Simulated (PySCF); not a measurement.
Molecule: SMILES C[PH](C)=S, C2H7PS.

Geometry (Å), atoms numbered from 1 in this order:
```xyz
11

C    -1.4407   -0.1464    0.4059
P     0.0443    0.7856   -0.0863
C     1.3059   -0.4831   -0.4256
S     0.5902    2.1883    1.1415
H    -1.7040   -0.9129   -0.3384
H    -2.2715    0.5625    0.5257
H    -1.2428   -0.6165    1.3801
H    -0.3034    1.2074   -1.4043
H     2.2012    0.0159   -0.8212
H     1.5703   -0.9665    0.5261
H     0.9443   -1.2336   -1.1444
```

Geometry PBE0-D3(BJ)/def2-SVP throughout; GIAO in PySCF 2.14, gas phase, one conformer, non-relativistic; equivalent atoms averaged; functional PBE0.

A run gave: C1/C3 23.6, P2 -13.8, S4 -213.3, H8 7.45, H5/H6/H7/H9/H10/H11 1.46 ppm (shifts δ (against TMS, H3PO4, CS2 at the same level)).

Task: Which basis set was used in that run?
A. aug-cc-pVDZ
B. cc-pVDZ
C. cc-pVTZ
D. IGLO-III
E. pcSseg-0

Result: D. S4 tells them apart best: IGLO-III gives -213.3, cc-pVTZ gives -221.5, aug-cc-pVDZ gives -199.7, pcSseg-0 gives -230.3, cc-pVDZ gives -221.7 ppm.
